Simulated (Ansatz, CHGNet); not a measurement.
## Zinc-blende CdTe: properties by level of theory

Reference values: lattice constant a 6.48 Å (measured, room temperature, no zero-point or thermal correction; as tabulated in Lucero et al. (2012), arXiv:1111.4515); formation enthalpy -0.520 eV/atom (measured, 298 K, not corrected to a static lattice, our sources range from -0.522 to -0.479; as tabulated in Brebrick, High temperature thermodynamic data for CdTe(c), J. Phase Equilib. …).

```csv
level (code),lattice constant a (Å),formation enthalpy (eV/atom)
CHGNet-r²SCAN,6.560,-0.575
LDA (Ansatz),6.409,-0.363
PBE-D3(BJ) (Ansatz),6.516,-0.355
PBE-D4 (Ansatz),6.515,-0.365
HSE06 (Ansatz),6.563,-0.590
```

Differences from the reference values (errors of the level alone only where the reference is corrected to a static lattice):

| level | lattice constant a (%) | formation enthalpy (eV/atom) |
|---|---|---|
| CHGNet-r²SCAN | +1.23 | -0.055 |
| LDA | -1.10 | +0.157 |
| PBE-D3(BJ) | +0.56 | +0.165 |
| PBE-D4 | +0.54 | +0.155 |
| HSE06 | +1.28 | -0.070 |

Nearest: lattice constant a, not ranked (reference at room or unstated temperature); formation enthalpy, CHGNet-r²SCAN or HSE06.

Machine-learned potentials (CHGNet-r²SCAN) are trained on DFT data: a solid inside that data is no test of them.

Caveats: exact exchange on metals is sensitive to the k mesh and can open a false gap (HSE06); the run warned that the count of filled bands differs between k points (HSE06). Ansatz's density-functional and Hartree–Fock values are scalar-relativistic unless marked +SOC, with PAW data made under PBE.

Differences are worked out from the printed values.

Ansatz is a quantum-chemistry and plane-wave program.
